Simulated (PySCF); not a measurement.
BH5P (charge -1).
Z-matrix (Å and degrees, PBE0-D3(BJ)/def2-SVP geometry), rows numbered from 1:
```
B 
P   1  2.0005
H   1  1.2420  2  106.01
H   1  1.2393  2  113.03  3  -121.85
H   1  1.2420  2  106.04  3   116.28
H   2  1.4410  1  101.60  3    75.07
H   2  1.4411  1  101.59  3   168.87
```

The closed-shell ground state was solved at several levels (PySCF, density fitting, gas phase, non-relativistic). No diffuse functions stand in pcSseg-1 and pcSseg-2, which bears on an anion's orbital energies.

| level | basis functions | HOMO (eV) | LUMO (eV) | gap (eV) |
| --- | --- | --- | --- | --- |
| PBE0/def2-SVPD | 84 | -1.16 | 4.65 | 5.81 |
| wB97X-D/pcSseg-2 | 149 | -3.06 | 6.71 | 9.77 |

Task: What might PBE0/pcSseg-1 (66 basis functions) give for the same quantities?

Result: HOMO -1.09 eV, LUMO 6.07 eV, gap 7.16 eV.

Task: Over all these levels, which gives the widest orbital gap and which the narrowest?

Result: wB97X-D/pcSseg-2 (range-separated hybrid) has the widest, 9.77 eV, and PBE0/def2-SVPD (global hybrid, 25 % exact exchange) the narrowest, 5.81 eV. Functional and basis both differ between the two, so the spread mixes both effects.
